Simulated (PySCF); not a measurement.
dimethyl ether (C2H6O), SMILES COC. Atoms are numbered in the order given.

```xyz
9

C      1.1601     0.0000    -0.1937
O      0.0000     0.0000     0.5882
C     -1.1601     0.0000    -0.1937
H      1.2140     0.8907    -0.8363
H      1.2140    -0.8907    -0.8363
H      2.0155     0.0000     0.4822
H     -1.2140     0.8907    -0.8363
H     -2.0155     0.0000     0.4822
H     -1.2140    -0.8907    -0.8363
```
Charge 0, spin multiplicity 1.

Coordinates come from a PBE0-D3(BJ)/def2-TZVP optimisation.

Calculation: ωB97X/def2-TZVPD in PySCF.

The molecule is in vacuum.

```yaml
total_energy: -155.04541 hartree
point_group: C2v
highest_occupied_level: -9.93 eV
lowest_empty_level: 2.03 eV
orbital_gap: 11.96 eV
dipole_moment: 1.28 D
quadrupole, principal values (traceless, Buckingham form, about the centre of nuclear charge): -2.56, -0.75, 3.31 D·Å
mean_static_polarisability: 33.3 bohr³ (4.94 Å³)
polarisability_principal_values: 30.8, 31.5, 37.6 bohr³
```
